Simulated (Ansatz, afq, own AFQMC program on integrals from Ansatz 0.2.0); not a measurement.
Integrals from Ansatz 0.2.0, then the random walk in our own AFQMC program (afq).

```yaml
crystal:
  periodic: [false, false, false]
  atoms:
    - {symbol: Si, position_ang: [0.013154, -0.113230, 0.670316]}
    - {symbol: N, position_ang: [-0.094400, 0.162693, -1.312693]}
    - {symbol: H, position_ang: [0.269328, 1.173428, 1.387170]}
    - {symbol: H, position_ang: [0.675965, -0.279201, -1.823360]}
basis:
  gaussian: {orbitals: cc-pVDZ}
magnetization: {spin_polarized: true, initial_magnetization: 3}
correlation: {method: ccsd_t, electrons: outside_noble_gas, hamiltonian_folder: ham}
```

```sh
$ ansatz run in.yaml --threads 1 --pin off --events-out ev --progress --plain --max-ram 1382MiB
```

Options of the walk:

```
--method phaseless --trial cisd --walkers 60 --populations 1 --least-time 40 --time-step 0.005 --steps-per-block 50 --equilibration-blocks 28 --max-blocks 300 --target-error 0.0004 --factor-cut 1e-05 --start spin_pure --seed 3171 --release-times 0.24,0.51,0.99,1.62,2.4 --release-step 0.03 --release-every 4 --taylor-order 6
```

Times are imaginary, in 1/Eh. The walk had a cap of 1161 s.

```
orbitals 36  electrons 7 4  factors 270 of 408
reference energy -344.41797085 Eh
CCSD correlation -0.23087470 Eh in 17 cycles, weight of the determinant in the CISD state 0.8841
energy of the start -344.647228 Eh
 block  time / (1/Eh)  mean weight  energy / Eh
     1     0.250  0.9984  -344.645710
     2     0.500  0.9988  -344.647861
     3     0.750  1.0015  -344.651876
     4     1.000  0.9992  -344.655867
     5     1.250  1.0008  -344.655147
     8     2.000  0.9982  -344.654999
    11     2.750  0.9992  -344.654949
    26     6.500  0.9996  -344.657328
    41    10.250  0.9978  -344.654591
    56    14.000  0.9983  -344.652184
    71    17.750  0.9978  -344.656114
    86    21.500  0.9995  -344.651251
   101    25.250  1.0008  -344.660646
   116    29.000  0.9981  -344.661589
   131    32.750  0.9986  -344.651134
   146    36.500  0.9988  -344.656421
   161    40.250  1.0021  -344.653712
   176    44.000  1.0014  -344.658733
   191    47.750  0.9993  -344.661888
   206    51.500  1.0005  -344.653927
   221    55.250  0.9996  -344.652532
   226    56.500  1.0011  -344.649098
blocks merged  error / Eh  count
     1  0.000262  200
     2  0.000314  100
     4  0.000368  50
     8  0.000340  25
    16  0.000365  12
released: time / (1/Eh)  energy / Eh  error  mean overlap
  0.24  -344.657081  0.000521  0.9980
  0.51  -344.657221  0.000454  1.0000
  0.99  -344.657139  0.000481  1.0086
  1.62  -344.657634  0.000665  0.9823
  2.40  -344.656205  0.000546  0.9984
energy -344.655844 +/- 0.000368 Eh
(rows thinned)
```

(1) Estimate how long the walk took on 1 thread of Arm Neoverse V1, with other jobs on the host.

The run passed its tests (sampling time, drift between the halves within three errors, error under three times the target), which doesn't prove that it has relaxed.

Against this walk (error 10.0 meV) on the same determinant: CCSD(T) 13.7 meV higher (within the noise), CCSDT(Q) 36.7 meV lower. The error is statistical and leaves out the bias of the constraint. Released to 2.40 1/Eh the energy moves by -10 ± 18 meV (both errors), within twice the noise. CCSDT(Q) is the surest value here, so the walk's 37 meV above it is most likely the bias of the constraint with this trial, which can have either sign.

Cautions: constraint bias not in the error; lower spins were not checked.

Results:

(1) 5.8 min of wall time.

CCSDT and higher add their correlation energy to the determinant of the CCSD(T) run, since their own runs factorise the integrals more tightly (a shift of under 2 meV).
